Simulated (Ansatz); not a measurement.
Basis-set series for `BBC`. The species carries charge 0 and has multiplicity 1. The structure was optimised at the PBE0-D4/def2-TZVP level.

| functional | basis | functions | energy (Eh) | HOMO (eV) | LUMO (eV) |
| --- | --- | --- | --- | --- | --- |
| PBE0-D4 | def2-SVP | 72 | -91.16432 | -7.97 | -1.42 |
| PBE0-D4 | def2-TZVPP | 177 | -91.26424 | -8.01 | -1.55 |
| ωB97M-V | def2-SVP | 72 | -91.21615 | -10.23 | 0.63 |
| ωB97M-V | def2-TZVPP | 177 | -91.32488 | -10.30 | 0.35 |

Task: Give the rows for def2-QZVPP. (An estimate is asked.)

Result: The calculation gave: 
```tsv
functional	basis	functions	energy (Eh)	HOMO (eV)	LUMO (eV)
PBE0-D4	def2-QZVPP	351	-91.27012	-8.02	-1.57
ωB97M-V	def2-QZVPP	351	-91.33054	-10.31	0.25
```

Positive LUMOs are unbound and depend on the basis.

Computed with Ansatz.
